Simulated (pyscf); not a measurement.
## Insertion: HN=Si: [singlet] + water (H₂O) → HN=SiH–OH

Gas phase, singlet surface, charge 0. Bonds broken: O4–H5. Bonds formed: Si2–O4, Si2–H5. Optimised with ωB97X-D3(BJ)/def2-SVP in PySCF. MP2 and CC: frozen core, UHF for open shells. ΔMP2 is the change of the MP2 total energy from the triple- to the quadruple-zeta basis.

Transition state (Å):

```xyz
6

N      0.8353     1.6188     0.9036
Si     0.4625     0.6691    -0.3072
H      1.5230     2.3529     1.0182
O     -0.8631    -0.5020     0.1061
H     -0.0061    -0.7857    -0.8812
H     -0.8990    -0.9449     0.9768
```

One imaginary mode, 1630i cm⁻¹; descent along it reached the two sides named, in the forms told below.

```json
[
 {"bond": "O4–H5", "change": "breaks", "reactant side (Å)": "0.966", "saddle": "1.338", "product side": "2.475"},
 {"bond": "Si2–O4", "change": "forms", "reactant side (Å)": "2.7", "saddle": "1.816", "product side": "1.643"},
 {"bond": "Si2–H5", "change": "forms", "reactant side (Å)": "3.1", "saddle": "1.633", "product side": "1.479"}
]
```

Electronic energies relative to the separated reactants (eV):

```csv
level,barrier,reaction energy,reverse barrier
ωB97X-D3(BJ)/def2-TZVP,1.73,-1.43,3.15
PBE/def2-TZVP,1.33,-1.24,2.57
r²SCAN/def2-TZVP,1.40,-1.46,2.86
B3LYP-D3(BJ)/def2-TZVP,1.67,-1.27,2.94
PBE0-D3(BJ)/def2-TZVP,1.56,-1.36,2.92
M06-2X/def2-TZVP,1.80,-1.28,3.08
ωB97M-D3(BJ)/def2-TZVP,1.81,-1.20,3.01
HF/def2-TZVP,2.66,-1.28,3.95
MP2/def2-QZVPP,1.81,-1.24,3.05
CCSD/def2-TZVPP,2.09,-1.14,3.23
CCSD(T)/def2-TZVPP,1.93,-1.11,3.05
CCSD(T)/def2-TZVPP + ΔMP2(QZVPP),1.89,-1.14,3.03
```

With CCSD(T)/def2-TZVPP + ΔMP2(QZVPP) energies and thermal terms (ideal gas, 1 atm, RRHO with modes under 100 cm⁻¹ raised to 100, one conformer, R ln 2 for chiral ones without a mode under 150 cm⁻¹), in eV:

```tsv
T (K)	ΔH‡	ΔG‡	ΔH	ΔG
298	1.74	2.11	-1.17	-0.76
600	1.76	2.49	-1.16	-0.35
900	1.78	2.85	-1.12	+0.04
1200	1.81	3.20	-1.07	+0.43
```

On the reactant side the descent ends in a complex, 0.20 eV under the separated species and 1.92 eV under the saddle at ωB97X-D3(BJ)/def2-TZVP. The reactants may also form a dative adduct at HN=Si: [singlet]; it and routes through it were not searched. HN=SiH–OH lies 0.91 eV over its isomer H₂N–Si:–OH [singlet] (electronic energy, ωB97M-D3(BJ)). This is the saddle that the search found; another between the same sides may lie lower. The CCSD(T) − MP2 part came from Ansatz, without density fitting, on the same reference.
